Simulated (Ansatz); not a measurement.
# H5OPSi: small, medium and large basis sets

One table from this session's results is given with a row withheld; the runs are named, their logs left out.

Computed with Ansatz 0.2.0, Gaussian basis. Level: one geometry, several basis sets.

The runs, in order: PBE0-D4/def2-SVP; ωB97M-V/def2-SVP; PBE0-D4/def2-QZVPP; ωB97M-V/def2-QZVPP; the functionals' def2-TZVPP values are taken from earlier runs.

### The geometry

An earlier PBE0-D4 in a triple-zeta def2 set relaxation fixed the geometry.

SMILES `[SiH3]OP`, 8 atoms, charge 0, spin multiplicity 1.

Atoms are counted from 1 here; the program's logs count them from 0.

Bond lengths: Si1–O2 1.650 Å, Si1–H4 1.486 Å, Si1–H5 1.481 Å, Si1–H6 1.486 Å, O2–P3 1.645 Å, P3–H7 1.424 Å, P3–H8 1.426 Å. Angles: O2–Si1–H4 110.4°, O2–Si1–H5 106.6°, O2–Si1–H6 110.3°, H4–Si1–H5 109.8°, H4–Si1–H6 109.2°, H5–Si1–H6 110.5°, Si1–O2–P3 128.7°, O2–P3–H7 98.0°, O2–P3–H8 98.9°, H7–P3–H8 91.9°.

Set-up of the first run:

Input file in.yaml:

```yaml
crystal:
  periodic: [false, false, false]
  atoms:
    - {symbol: Si, position_ang: [-0.741076, 0.921482, -0.518516]}
    - {symbol: O, position_ang: [0.508234, -0.112816, -0.217256]}
    - {symbol: P, position_ang: [0.707150, -1.143408, 1.049265]}
    - {symbol: H, position_ang: [-1.873473, 0.194858, -1.148770]}
    - {symbol: H, position_ang: [-0.224601, 1.949780, -1.450840]}
    - {symbol: H, position_ang: [-1.207065, 1.550045, 0.744921]}
    - {symbol: H, position_ang: [2.123630, -1.048667, 1.160062]}
    - {symbol: H, position_ang: [0.799402, -2.368472, 0.325234]}
basis:
  gaussian: {orbitals: def2-SVP}
hamiltonian: {xc: pbe0, dispersion: d4}
output: {orbitals: {seedname: orbitals}}
```

Command:

```
> ansatz run in.yaml --threads 2 --pin off --events-out ev --progress --plain --max-ram 4352MiB
```

Steps of the session up to this table: PBE0-D4 in def2-SVP; ωB97M-V in def2-SVP; PBE0-D4 in def2-QZVPP; ωB97M-V in def2-QZVPP.

One of the session's tables, all rows but one given; the rest of the session is left out.

It belongs to the step «Density functionals: the series». 

```
functional       basis  HOMO (eV)
   PBE0-D4    def2-SVP      -7.18
   PBE0-D4  def2-TZVPP      -7.26
   PBE0-D4  def2-QZVPP          ?
   ωB97M-V    def2-SVP      -9.39
   ωB97M-V  def2-TZVPP      -9.50
   ωB97M-V  def2-QZVPP      -9.52
```

Q: Estimate the row for PBE0-D4, def2-QZVPP from the others.

As computed: HOMO (eV): -7.29. In the column «HOMO (eV)» it lies between ωB97M-V, def2-SVP (-9.39) and PBE0-D4, def2-TZVPP (-7.26).
